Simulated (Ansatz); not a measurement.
Compare A (`N/C(O)=C\F`) with its isomer B (`FC1NCO1`).

Gas-phase electronic energies from Ansatz, PBE0-D4/def2-TZVP geometries. CCSD(T)/CBS is the MP2 limit (def2-TZVPP, def2-QZVPP) plus CCSD(T) − MP2 in def2-TZVPP, frozen cores. Functionals use def2-TZVPP. B3LYP here is the variant with VWN-RPA as its local correlation; programs differ in this. One conformer a species, not always the lowest.

Problem. Which isomer does CCSD(T)/CBS put lower? Give the gap. (Estimate.)

Solution. Ansatz gave: A, by 32.9 kJ/mol.

Problem. Give E(B) − E(A) in kJ/mol with B2PLYP, MP2/def2-TZVPP, PBE0-D4, B3LYP-D4, CCSD(T)/def2-SVP, CCSD/def2-TZVPP, PBE-D4. (Estimate.)

Solution. Computed: B2PLYP 37.5, MP2/def2-TZVPP 26.5, PBE0-D4 27.5, B3LYP-D4 44.7, CCSD(T)/def2-SVP 21.2, CCSD/def2-TZVPP 24.9, PBE-D4 36.2. None reverses the order clearly.

Problem. Does the order hold for the free energy at 298.15 K (harmonic terms from PBE0-D4)? (Best estimate.)

Solution. Ansatz gave: Yes: G(B) − G(A) = +40.3 kJ/mol, for one conformer each.

Largest T1 diagnostic: 0.012.

At CCSD(T), def2-SVP lies −11.7 kJ/mol from the extrapolated value and def2-TZVPP −6.3 kJ/mol. From r2SCAN to r2SCAN0 (25 % exact exchange), in def2-TZVPP and without D4, E(B) − E(A) moves by −6.8 kJ/mol.
